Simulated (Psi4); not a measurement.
Reaction (SMILES): PP (P2H4) + [H][H] (H2) → 2 P (PH3)
B3LYP-D3(BJ)/def2-TZVP geometries, fixed; electronic energies without zero-point terms.
Largest species:
```xyz
6

P     -1.0203    -0.4713    -0.0535
P      1.0203     0.4711     0.0549
H     -1.5176     0.2567     1.0604
H     -1.5148     0.4895    -0.9757
H      1.5219    -0.4987     0.9637
H      1.5105    -0.2449    -1.0699
```

Effect of the grid (radial, spherical points) at wB97X-V/cc-pV(T+d)Z with Psi4, against the last row, where the energy of full hydrogenation is -5.92 kcal/mol.

| setting | grid points, largest species | largest shift of a total energy (mEh) | shift of the energy of full hydrogenation (kcal/mol) |
|---|---|---|---|
| grid: 35, 110 | 22481 | 0.112 | -0.032 |
| grid: 50, 194 | 56480 | 0.087 | 0.005 |
| grid: 75, 302 | 129878 | -0.004 | 0.003 |
| grid: 99, 590 | 333286 | 0.000 | 0.000 |
| grid: 150, 974 | 831200 | 0.000 | 0.000 |

Within 0.02 kcal/mol in the energy of full hydrogenation: grid: 50, 194; grid: 75, 302; grid: 99, 590. The largest shift is 0.112 mEh in a total energy and 0.032 kcal/mol in the difference.
